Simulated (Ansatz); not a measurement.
C$_{3}$H$_{6}$O$_{3}$, SMILES `O=CCOCO`, relaxed with RKS PBE0-D4/def2-TZVP in the Gaussian-basis code of Ansatz from a PBE-D4/def2-SVP geometry. The force threshold is 0.005 eV/Å; the program also tests the step.

Total charge 0; spin multiplicity 1.

Start:

```xyz
12

O    -0.033    1.774    1.927
C     0.511    1.082    1.095
C     0.350   -0.435    1.011
O     0.543   -0.957   -0.289
C    -0.545   -0.698   -1.146
O    -0.765    0.668   -1.382
H     1.248    1.499    0.339
H    -0.637   -0.713    1.452
H     1.142   -0.882    1.653
H    -0.319   -1.267   -2.075
H    -1.496   -1.076   -0.701
H     0.001    1.006   -1.884
```

```json
{"step": "1", "energy (eV)": "-9342.5612", "largest force (eV/Å)": "1.328", "largest move (Å)": "0.000"}
{"step": "2", "energy (eV)": "-9342.6197", "largest force (eV/Å)": "0.210", "largest move (Å)": "0.041"}
{"step": "3 (rejected)", "energy (eV)": "-9342.6171", "largest force (eV/Å)": "0.586", "largest move (Å)": "0.054"}
{"step": "4", "energy (eV)": "-9342.6270", "largest force (eV/Å)": "0.093", "largest move (Å)": "0.026"}
{"step": "5", "energy (eV)": "-9342.6283", "largest force (eV/Å)": "0.150", "largest move (Å)": "0.040"}
{"step": "6", "energy (eV)": "-9342.6293", "largest force (eV/Å)": "0.100", "largest move (Å)": "0.021"}
{"step": "7", "energy (eV)": "-9342.6302", "largest force (eV/Å)": "0.082", "largest move (Å)": "0.045"}
{"step": "8", "energy (eV)": "-9342.6306", "largest force (eV/Å)": "0.071", "largest move (Å)": "0.025"}
{"step": "9", "energy (eV)": "-9342.6308", "largest force (eV/Å)": "0.068", "largest move (Å)": "0.032"}
{"step": "10 (rejected)", "energy (eV)": "-9342.6281", "largest force (eV/Å)": "0.252", "largest move (Å)": "0.081"}
{"step": "11", "energy (eV)": "-9342.6310", "largest force (eV/Å)": "0.010", "largest move (Å)": "0.010"}
{"step": "12", "energy (eV)": "-9342.6310", "largest force (eV/Å)": "0.006", "largest move (Å)": "0.001"}
{"step": "13", "energy (eV)": "-9342.6310", "largest force (eV/Å)": "0.004", "largest move (Å)": "0.002"}
```

End:

```xyz
12

O     0.140    1.735    2.057
C     0.559    1.085    1.143
C     0.323   -0.402    1.008
O     0.557   -0.898   -0.284
C    -0.523   -0.718   -1.153
O    -0.801    0.622   -1.418
H     1.195    1.529    0.347
H    -0.688   -0.634    1.366
H     1.036   -0.900    1.674
H    -0.261   -1.273   -2.058
H    -1.440   -1.126   -0.713
H    -0.098    0.980   -1.969
```

Run time 48 s (4 threads of an Arm Neoverse V1 on a shared host); peak host memory 0.58 GiB.
